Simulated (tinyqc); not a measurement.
Inside a calculation (part 2 of 2). Method: LCCD on RHF in the sto-6g basis, frozen core, for H3O+, spin multiplicity 1. Computed by tinyqc, a small Python program that keeps every step (integrals from PySCF). Command: `OMP_NUM_THREADS=1 python tinyqc.py 29847 29848 out.jsonl` (the two numbers bound the seeds that draw the settings). One thread of a shared host (Intel(R) Xeon(R) Processor @ 2.60GHz), about 0.2 s of CPU time with the checks.

Geometry (angstrom):
```
atom         x         y        z
O      0.00000   0.00000  0.34400
H      0.89600   0.00000  0.00000
H     -0.44800   0.77600  0.00000
H     -0.44800  -0.77600  0.00000
```

## Integrals over molecular orbitals

coefficients C:
```
             MO1       MO2       MO3       MO4       MO5       MO6       MO7       MO8
1O 1s    0.99657  -0.22665   0.00001   0.00000  -0.06572  -0.14600   0.00000   0.00002
1O 2s    0.01678   0.86751  -0.00003   0.00000   0.34583   1.07869   0.00000  -0.00017
1O 2px   0.00000   0.00001   0.71321   0.00000   0.00002  -0.00011   0.00000  -0.92144
1O 2py   0.00000   0.00000   0.00000   0.71321   0.00000   0.00000   0.92143   0.00000
1O 2pz  -0.00251  -0.13992  -0.00002   0.00000   0.92859  -0.44622   0.00000   0.00007
2H 1s   -0.00322   0.09153   0.39732   0.00000  -0.09738  -0.66193   0.00000   1.01519
3H 1s   -0.00322   0.09153  -0.19866   0.34409  -0.09739  -0.66211  -0.87908  -0.50745
4H 1s   -0.00322   0.09153  -0.19866  -0.34409  -0.09739  -0.66211   0.87908  -0.50745
```

core Hamiltonian H = T + V (hartree), lower triangle:
```
            1O 1s     1O 2s    1O 2px    1O 2py    1O 2pz     2H 1s     3H 1s     4H 1s
1O 1s   -33.58516
1O 2s    -7.42963  -9.78985
1O 2px    0.00000  -0.00002  -8.13909
1O 2py    0.00000   0.00000   0.00000  -8.13909
1O 2pz    0.01756   0.19562   0.00001   0.00000  -8.02407
2H 1s    -1.78282  -3.93242  -2.53453   0.00000   1.03491  -5.40219
3H 1s    -1.78269  -3.93220   1.26717  -2.19492   1.03484  -1.62008  -5.40205
4H 1s    -1.78269  -3.93220   1.26717   2.19492   1.03484  -1.62008  -1.61993  -5.40205
```

Given earlier and not repeated: Two-electron integrals (ij|kl) in chemists' order.

(pq|rs) = sum C_ip C_jq C_kr C_ls (ij|kl), one index at a time.

one-electron integrals over orbitals h = C^T H C (hartree), lower triangle:
```
           1         2         3         4         5         6         7         8
1  -33.57136
2    0.57381  -8.32281
3   -0.00002   0.00000  -7.19027
4    0.00000   0.00000   0.00000  -7.19024
5    0.16212  -0.16959   0.00002   0.00000  -7.85487
6    0.37448  -1.50772   0.00024   0.00000   0.60237  -5.26477
7    0.00000   0.00000   0.00000  -1.70033   0.00000   0.00000  -5.64423
8   -0.00005   0.00024   1.70030   0.00000  -0.00004  -0.00002   0.00000  -5.64424
```

Two-electron integrals over orbitals (pq|rs), unique and non-zero (hartree); the lowest 1 orbital is frozen and left out:
```
(22|22) 0.74227     (32|22) 5.64e-06    (32|32) 0.14113     (33|22) 0.67315
(33|32) 0.03225     (33|33) 0.68051     (42|42) 0.14113     (43|42) -0.03226
(43|43) 0.04152     (44|22) 0.67314     (44|32) -0.03226    (44|33) 0.59747
(44|44) 0.68050     (52|22) -0.02622    (52|32) 6.81e-07    (52|33) 0.00417
(52|44) 0.00417     (52|52) 0.13293     (53|22) -5.21e-07   (53|32) 0.00635
(53|33) -0.00449    (53|44) 0.00448     (53|52) -3.05e-06   (53|53) 0.03762
(54|42) 0.00635     (54|43) 0.00449     (54|54) 0.03762     (55|22) 0.72812
(55|32) -1.99e-06   (55|33) 0.65875     (55|44) 0.65874     (55|52) 0.08350
(55|53) -4.43e-06   (55|55) 0.87531     (62|22) 0.15207     (62|32) -6.90e-06
(62|33) 0.10646     (62|44) 0.10646     (62|52) -0.02438    (62|53) -2.40e-06
(62|55) 0.14564     (62|62) 0.08892     (63|22) -2.30e-05   (63|32) -0.00836
(63|33) -0.02215    (63|44) 0.02211     (63|52) -4.51e-06   (63|53) 0.00722
(63|55) -2.61e-05   (63|62) -1.54e-05   (63|63) 0.04937     (64|42) -0.00837
(64|43) 0.02213     (64|54) 0.00722     (64|64) 0.04938     (65|22) -0.07197
(65|32) -4.79e-06   (65|33) -0.04130    (65|44) -0.04130    (65|52) 0.03531
(65|53) -3.09e-06   (65|55) -0.06025    (65|62) -0.04804    (65|63) 7.24e-06
(65|65) 0.03633     (66|22) 0.55416     (66|32) -2.37e-05   (66|33) 0.52108
(66|44) 0.52110     (66|52) -0.05536    (66|53) 4.37e-06    (66|55) 0.51167
(66|62) 0.07203     (66|63) 4.94e-06    (66|65) -0.03941    (66|66) 0.49701
(72|42) 0.04488     (72|43) 0.01273     (72|54) 0.01953     (72|64) 0.03601
(72|72) 0.05087     (73|42) 0.03925     (73|43) -0.00389    (73|54) -0.00538
(73|64) -0.02291    (73|72) -0.00220    (73|73) 0.03313     (74|22) 0.15305
(74|32) 0.03925     (74|33) 0.12768     (74|44) 0.11991     (74|52) 0.03884
(74|53) -0.00538    (74|55) 0.18545     (74|62) 0.08172     (74|63) -0.02291
(74|65) -0.03041    (74|66) 0.04390     (74|74) 0.14558     (75|42) 0.04074
(75|43) -0.01180    (75|54) 0.02298     (75|64) -0.01323    (75|72) 0.01103
(75|73) 0.01467     (75|75) 0.03303     (76|42) 0.09654     (76|43) -0.03900
(76|54) -0.01177    (76|64) -0.04289    (76|72) -0.00017    (76|73) 0.04815
(76|75) 0.03192     (76|76) 0.11375     (77|22) 0.58796     (77|32) -0.03247
(77|33) 0.53209     (77|44) 0.60463     (77|52) 0.00055     (77|53) 0.01067
(77|55) 0.57869     (77|62) 0.07314     (77|63) 0.03894     (77|65) -0.02363
(77|66) 0.49828     (77|74) 0.06132     (77|77) 0.58554     (82|22) -2.54e-05
(82|32) -0.04487    (82|33) 0.01272     (82|44) -0.01275    (82|52) 1.10e-06
(82|53) -0.01953    (82|55) -2.43e-05   (82|62) -7.77e-06   (82|63) -0.03601
(82|65) 7.54e-06    (82|66) -1.17e-05   (82|74) 0.00219     (82|77) -0.02244
(82|82) 0.05087     (83|22) -0.15305    (83|32) 0.03926     (83|33) -0.11991
(83|44) -0.12768    (83|52) -0.03884    (83|53) -0.00537    (83|55) -0.18544
(83|62) -0.08172    (83|63) -0.02289    (83|65) 0.03040     (83|66) -0.04392
(83|74) -0.08146    (83|77) -0.09657    (83|82) 0.00222     (83|83) 0.14559
(84|42) -0.03925    (84|43) 0.00388     (84|54) 0.00537     (84|64) 0.02290
(84|72) 0.00219     (84|73) -0.03099    (84|75) -0.01467    (84|76) -0.04815
(84|84) 0.03312     (85|22) 4.70e-06    (85|32) -0.04074    (85|33) -0.01179
(85|44) 0.01180     (85|52) -6.74e-06   (85|53) -0.02298    (85|55) 3.21e-06
(85|62) 6.55e-06    (85|63) 0.01323     (85|65) -1.39e-07   (85|66) 1.27e-05
(85|74) -0.01467    (85|77) 0.01482     (85|82) 0.01103     (85|83) -0.01467
(85|85) 0.03303     (86|22) -3.37e-06   (86|32) -0.09653    (86|33) -0.03899
(86|44) 0.03899     (86|52) 5.88e-06    (86|53) 0.01176     (86|55) 5.02e-06
(86|62) -8.39e-07   (86|63) 0.04287     (86|65) 7.66e-06    (86|66) 2.89e-05
(86|74) -0.04815    (86|77) 0.05904     (86|82) -0.00017    (86|83) -0.04816
(86|85) 0.03191     (86|86) 0.11372     (87|42) 0.03246     (87|43) -0.03627
(87|54) -0.01067    (87|64) -0.03895    (87|72) -0.02243    (87|73) 0.01762
(87|75) 0.01481     (87|76) 0.05903     (87|84) -0.01761    (87|87) 0.04901
(88|22) 0.58796     (88|32) 0.03250     (88|33) 0.60465     (88|44) 0.53208
(88|52) 0.00055     (88|53) -0.01068    (88|55) 0.57869     (88|62) 0.07315
(88|63) -0.03897    (88|65) -0.02364    (88|66) 0.49825     (88|74) 0.09658
(88|77) 0.48747     (88|82) 0.02242     (88|83) -0.06130    (88|85) -0.01482
(88|86) -0.05906    (88|88) 0.58558
```

## LCCD: starting amplitudes

orbital energies (hartree): MO1 -21.14308, MO2 -1.82906, MO3 -1.12293, MO4 -1.12293, MO5 -0.94389, MO6 0.11345, MO7 0.26565, MO8 0.26567

t_ij^ab = <ij||ab> / (e_i + e_j - e_a - e_b), whose energy is MP2.

Starting amplitudes (spin orbitals 1a, 1b, ...; amplitudes related by a flip of all spins are not repeated; the 24 largest):
```
from      to         t
3a 3b  8a 8b  -0.05242
4a 4b  7a 7b  -0.05242
3a 4b  7b 8a  -0.02933
2a 4b  6a 7b  -0.02453
2a 3b  6a 8b   0.02453
2a 2b  6a 6b  -0.02289
4a 4b  6a 6b  -0.01997
3a 3b  6a 6b  -0.01996
3a 4a  7a 8a  -0.01817
5a 5b  6a 6b  -0.01718
2a 5b  6a 6b   0.01602
2a 4a  6a 7a  -0.01372
2a 3a  6a 8a   0.01372
5a 5b  7a 7b  -0.01365
5a 5b  8a 8b  -0.01365
4a 5b  6b 7a  -0.01243
3a 5b  6b 8a   0.01243
2a 2b  7a 7b  -0.01214
2a 2b  8a 8b  -0.01214
3a 3b  7a 7b  -0.01193
4a 4b  8a 8b  -0.01193
3a 4b  7a 8b   0.01116
2a 3b  6b 8a  -0.01081
2a 4b  6b 7a   0.01081
```

correlation energy = -0.0484513 hartree

## LCCD: amplitude update 1

t_ij^ab D_ij^ab are set to the remaining terms of the spin-orbital equations, evaluated with the old amplitudes; for the doubles these are <ij||ab> + 1/2 <ab||ef> t_ij^ef + 1/2 <mn||ij> t_mn^ab + P(ij)P(ab) <mb||ej> t_im^ae, D the orbital-energy denominators (linear CCD).

Amplitudes after update 1 (spin orbitals 1a, 1b, ...; amplitudes related by a flip of all spins are not repeated; the 24 largest):
```
from      to         t
3a 3b  8a 8b  -0.06486
4a 4b  7a 7b  -0.06486
3a 4b  7b 8a  -0.03408
2a 4b  6a 7b  -0.02921
2a 3b  6a 8b   0.02921
4a 4b  6a 6b  -0.02552
3a 3b  6a 6b  -0.02552
2a 2b  6a 6b  -0.02544
2a 5b  6a 6b   0.02052
5a 5b  6a 6b  -0.01994
3a 4a  7a 8a  -0.01733
3a 4b  7a 8b   0.01675
2a 4b  6b 7a   0.01593
2a 3b  6b 8a  -0.01593
5a 5b  7a 7b  -0.01534
5a 5b  8a 8b  -0.01534
4a 5b  6b 7a  -0.01454
3a 5b  6b 8a   0.01453
3a 3b  7a 7b  -0.01402
4a 4b  8a 8b  -0.01402
2a 4a  6a 7a  -0.01328
2a 3a  6a 8a   0.01328
2a 2b  7a 7b  -0.01319
2a 2b  8a 8b  -0.01319
```

correlation energy = -0.0581752 hartree

## LCCD: amplitude update 2

As before.

Amplitudes after update 2 (spin orbitals 1a, 1b, ...; amplitudes related by a flip of all spins are not repeated; the 24 largest):
```
from      to         t
3a 3b  8a 8b  -0.06883
4a 4b  7a 7b  -0.06883
3a 4b  7b 8a  -0.03514
2a 4b  6a 7b  -0.03029
2a 3b  6a 8b   0.03029
4a 4b  6a 6b  -0.02732
3a 3b  6a 6b  -0.02731
2a 2b  6a 6b  -0.02611
2a 5b  6a 6b   0.02190
5a 5b  6a 6b  -0.02083
3a 4b  7a 8b   0.01930
2a 4b  6b 7a   0.01792
2a 3b  6b 8a  -0.01792
3a 4a  7a 8a  -0.01584
5a 5b  7a 7b  -0.01548
5a 5b  8a 8b  -0.01548
4a 5b  6b 7a  -0.01510
3a 5b  6b 8a   0.01509
3a 3b  7a 7b  -0.01438
4a 4b  8a 8b  -0.01438
2a 2b  7a 7b  -0.01321
2a 2b  8a 8b  -0.01321
3a 4b  6a 7b   0.01305
3a 4b  6b 7a  -0.01305
```

correlation energy = -0.0607951 hartree

## LCCD: convergence

E_corr = 1/4 sum <ij||ab> t_ij^ab; stop when the norm of the change is below 1e-8.

Course of the amplitude iterations:
```
update  correlation energy (hartree)  norm of the change
0                         -0.0484513                   -
1                         -0.0581752            6.06e-02
2                         -0.0607951            2.11e-02
3                         -0.0616596            8.28e-03
4                         -0.0619767            3.40e-03
5                         -0.0620991            1.44e-03
6                         -0.0621478            6.29e-04
7                         -0.0621675            2.81e-04
8                         -0.0621757            1.27e-04
9                         -0.0621792            5.84e-05
10                        -0.0621806            2.70e-05
11                        -0.0621813            1.25e-05
12                        -0.0621815            5.82e-06
13                        -0.0621817            2.71e-06
14                        -0.0621817            1.27e-06
15                        -0.0621817            5.91e-07
16                        -0.0621818            2.76e-07
17                        -0.0621818            1.29e-07
18                        -0.0621818            6.03e-08
19                        -0.0621818            2.82e-08
20                        -0.0621818            1.32e-08
21                        -0.0621818            6.15e-09
```

Converged amplitudes (spin orbitals 1a, 1b, ...; amplitudes related by a flip of all spins are not repeated; the 24 largest):
```
from      to         t
3a 3b  8a 8b  -0.07138
4a 4b  7a 7b  -0.07138
3a 4b  7b 8a  -0.03573
2a 4b  6a 7b  -0.03079
2a 3b  6a 8b   0.03079
4a 4b  6a 6b  -0.02807
3a 3b  6a 6b  -0.02806
2a 2b  6a 6b  -0.02667
2a 5b  6a 6b   0.02275
5a 5b  6a 6b  -0.02153
3a 4b  7a 8b   0.02134
2a 4b  6b 7a   0.01922
2a 3b  6b 8a  -0.01922
4a 5b  6b 7a  -0.01545
3a 5b  6b 8a   0.01545
5a 5b  7a 7b  -0.01532
5a 5b  8a 8b  -0.01532
3a 4a  7a 8a  -0.01439
3a 3b  7a 7b  -0.01431
4a 4b  8a 8b  -0.01431
3a 4b  6a 7b   0.01348
3a 4b  6b 7a  -0.01348
4a 4b  6a 8b  -0.01347
3a 3b  6a 8b   0.01347
```

LCCD total energy = -76.0983596 hartree

Converged in 21 updates.
